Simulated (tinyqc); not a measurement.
Coupled-perturbed Hartree-Fock on RHF in the sto-3g basis, for BH3, spin multiplicity 1, step by step. One step of it, computed by the program tinyqc.

Question. Response to a field: uncoupled start. Field along y; U_ai = -mu_ai / (e_a - e_i), alpha = -4 sum U_ai mu_ai.

orbital energies (hartree): MO1 -7.412772, MO2 -0.689902, MO3 -0.483535, MO4 -0.483348, MO5 0.234799, MO6 0.778053, MO7 0.815172, MO8 0.815808

dipole integrals <a|y|i> (bohr):
```
,i1,i2,i3,i4
a5,0.000000,0.000000,0.000000,-0.000398
a6,0.000000,0.000000,0.000000,-0.665845
a7,0.107546,-0.208642,0.709133,0.000000
a8,0.000000,0.000000,0.000000,0.711044
```

Give: uncoupled U; uncoupled polarisability.

Answer.

uncoupled U:
```
,i1,i2,i3,i4
a5,0.000,0.000,0.000,0.001
a6,0.000,0.000,0.000,0.528
a7,-0.013,0.139,-0.546,0.000
a8,0.000,0.000,0.000,-0.547
```

uncoupled polarisability = 4.633 bohr^3
